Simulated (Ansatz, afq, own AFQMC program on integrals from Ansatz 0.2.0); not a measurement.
BNH3, doublet: AFQMC among the cluster methods

| atom | x (Å) | y (Å) | z (Å) |
| --- | --- | --- | --- |
| B | 0.0000 | 0.0328 | 0.8668 |
| N | 0.0000 | -0.0502 | -0.7561 |
| H | 0.0000 | 1.1233 | 1.3919 |
| H | 0.0000 | -0.9610 | 1.5455 |
| H | 0.0000 | 0.1837 | -1.7275 |

Connectivity, by distances: BH2–NH.

Basis cc-pVDZ. Noble-gas cores (and the filled d shells of Ga–Kr and In–Xe) are frozen. Ansatz 0.2.0 and our own AFQMC program on the same integrals; the CISD trial comes from CCSD amplitudes, and released means the phaseless constraint is let go. Uncertainties: one standard error, sampling alone.

Determinant: UHF, the one that the program's search chose, which needn't be the lowest solution. The geometry is a point of a scan.

No full CI on the walks' own integrals is used here. The released AFQMC energy serves as the reference, which it does only where one determinant dominates, the energy is flat over the last release times and near the phaseless one (40 meV or 2 meV an electron, half that with transition metals). On small molecules, where full CI could be run and the noise was under 10 meV, such values lay within 10 meV of it in 19 cases of 20, a flattering rate, since the rule was set on those same cases; what remains of the bias isn't in the error bar.

Cautions: the released value is read at 2.40 1/Eh with a noise of 21 meV, more than in the cases checked (meV from the phaseless value at times in 1/Eh: -26 ± 17 at 0.24, -35 ± 12 at 0.51, -50 ± 18 at 0.99, -36 ± 18 at 1.62, -10 ± 21 at 2.40).

* T1 diagnostic: 0.0276
* weight of the determinant in the CISD state: 0.881
* ⟨S²⟩ of the determinant: 0.785
* size of the correlated space: 11 electrons in 41 orbitals

Reference: AFQMC with the constraint released, correlation energy -7.268 ± 0.021 eV.

```json
{"level": "HF", "E − E(reference) (mEh)": "267.11 ± 0.79", "share of correlation (%)": "0.00"}
{"level": "MP2", "E − E(reference) (mEh)": "42.63 ± 0.79", "share of correlation (%)": "84.04"}
{"level": "CCSD", "E − E(reference) (mEh)": "8.64 ± 0.79", "share of correlation (%)": "96.77"}
{"level": "CCSD(T)", "E − E(reference) (mEh)": "0.97 ± 0.79", "share of correlation (%)": "99.64"}
{"level": "ph-AFQMC/CISD", "E − E(reference) (mEh)": "0.37 ± 0.92", "share of correlation (%)": "99.86"}
```

A walk keeps the symmetry of its determinant, which the program's search chose and which needn't be the lowest solution, so a lower state of the same spin and another symmetry isn't excluded. Released energies are given only where the last usable release times agree within the noise; a slower fall can still hide under it.
